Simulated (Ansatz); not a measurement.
hcp Tl was calculated with PBE-D4 (plane waves, PAW; Ansatz, a quantum-chemistry and plane-wave program).

The run printed, among other lines:

```
Relaxation: its limit of steps is 80 (relax.max_steps)
Crystal: 2 atoms, lattice volume = 57.945 Å³
Basis set: ecut = 520 eV, 1581 PW (Γ), exchange–correlation on 54×54×90 points (8 copies of the dense FFT grid, shifted against one another)
Bands: 17, of which v1, the nominal top of the filled ones, is band 13 counted from 1 (12 counted from 0)
Symmetry: 24 space group operations
Space group: P63/mmc (ITA 194), of the structure as read, at distance tolerance 3.9e-5 Å
k-points: 222 of 3240
Functional: x = pbe(κ = 0.804, μ = 0.2195149727645171), c = pbe(β = 0.06672455060314922)
SCF iter   1: F=—  HF=-22889.008689 eV  |F-HF|=—  |Δ(HF+E_count)|=         —  Δρ=8.00e-4  dr2=3.91e-4
SCF iter   2: F=—  HF=-22889.007092 eV  |F-HF|=—  |Δ(HF+E_count)|=   1.60e-3  Δρ=4.92e-4  dr2=1.66e-4
  ...
SCF 1 converged in 6 iterations: F = -22889.007112 eV  dr2 = 5.10e-9
Crystal: 2 atoms, lattice volume = 57.945 Å³
Initial density: handed on by an earlier stage of this run
SCF 2 converged in 3 iterations: F = -22889.007134 eV  dr2 = 8.87e-10
Crystal: 2 atoms, lattice volume = 57.945 Å³
SCF 3 converged in 3 iterations: F = -22889.007141 eV  dr2 = 4.24e-10
Crystal: 2 atoms, lattice volume = 57.945 Å³
SCF iter   3: F=—  HF=-22889.007141 eV  |F-HF|=—  |Δ(HF+E_count)|=  2.15e-10  Δρ=1.72e-7  dr2=1.85e-11
SCF iter   4: F=-22889.007141 eV  HF=-22889.007141 eV  |F-HF|=7.28e-12  |Δ(HF+E_count)|=    0.00e0  Δρ=6.19e-8  dr2=2.87e-12
SCF 4 converged in 4 iterations: F = -22889.007141 eV  dr2 = 2.87e-12
SCF converged after 4 iterations
Free energy (F): -22889.007141 eV
Internal energy: -22888.999789 eV  (E = F + TS)
E sigma→0 (E₀):  -22889.003465 eV
Fermi energy:    10.250245 eV
--- Forces (eV/Å), atoms counted from 1 ---
  atom   1  Tl    -0.00000000     0.00000000     0.00000000
  atom   2  Tl     0.00000000    -0.00000000    -0.00000000
--- Stress (GPa, compression-positive) ---
        0.692912      -0.000000      -0.000000
        0.000000       0.692912      -0.000000
       -0.000000      -0.000000       0.692775
  P = ⅓ Tr σ = 0.6929 GPa (6.929 kbar)
```

### Question
Write an input file that could have produced this run (the log leaves some choices open).

### Answer
Several could match; the one computed here: 
Ansatz 0.2 input:
```yaml
crystal:
  lattice:
    - [1.7400179109, -3.0137994278, 0.0]
    - [1.7400179109, 3.0137994278, 0.0]
    - [0.0, 0.0, 5.5248570329]
  atoms:
    - { symbol: Tl, position: [0.3333333333, 0.6666666667, 0.25] }
    - { symbol: Tl, position: [0.6666666667, 0.3333333333, 0.75] }
basis:
  ecutwfc: 520
  ecutrho_ratio: 4
  xc_grid: 2
kpoints:
  mp_grid: { grid: [18, 18, 10] }
hamiltonian:
  xc: pbe
  dispersion: d4
  pseudopotentials: { kind: paw }
scf:
  occupations: { method: fermi_dirac, width: 0.05 }
output:
  forces: true
  stress: true
  eigenvalues: true
relax:
  f_tol: 0.004
  escape_saddle: false
  max_steps: 80
  cell: { stress_tol: 0.02, fix: [volume] }
```

The cell is one volume of an energy–volume scan, off the minimum.

It cost around 30 core-seconds (rough) of CPU time.
